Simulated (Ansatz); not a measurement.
Energy needed to pull apart B₂NH₅ (SMILES BBN), singlet, into free ground-state atoms, from the structure below (at a frame of a short PBE0-D4/def2-SVP trajectory); no zero-point or spin–orbit terms; open-shell atoms are treated unrestricted, in their ground-state multiplicity.

B1  (-0.976, 0.650, -0.750)
B2  (0.402, 0.314, 0.110)
N3  (0.693, -0.911, 0.696)
H4  (-1.123, 0.469, -1.945)
H5  (-1.999, 0.995, -0.214)
H6  (1.159, 1.275, 0.162)
H7  (1.602, -1.074, 1.169)
H8  (0.284, -1.842, 0.702)
(Å)

Program: Ansatz 0.2.0. Basis: def2-TZVPP. Cores are frozen in the correlated methods.

```csv
method,atomization energy (kcal/mol)
PBE-D4,?
r2SCAN-D4,664.7
PBE0-D4,664.5
wB97M-V,666.4
HF,?
MP2,647.7
CCSD,634.4
CCSD(T),641.5
```

Q: What does PBE-D4 give? (To be estimated.)

A: The calculation gives: 673.9 kcal/mol, which is about 32.4 kcal/mol more than CCSD(T)/def2-TZVPP.

Q: What does HF give? (An estimate is asked for; the value comes from the calculation.)

A: The calculation gives: 499.5 kcal/mol, which is about 142.0 kcal/mol less than CCSD(T)/def2-TZVPP.

In triple zeta the MP2 and coupled-cluster atomization energies are still short of their basis limit by a few kcal/mol a bond, whereas those of the functionals are nearly converged, so these differences are not deviations from converged CCSD(T).

The T1 diagnostic stays at or below 0.013.

For scale, one of the runs: CCSD(T)/def2-TZVPP forces, 163 basis functions, launched by `ansatz run in.yaml --threads 2 --pin off --events-out ev --progress --plain --max-ram 3481MiB`. Time: 67 s of wall clock on 2 CPU threads of an Arm Neoverse V2; the host was shared. Peak host memory: 2.3 GiB.
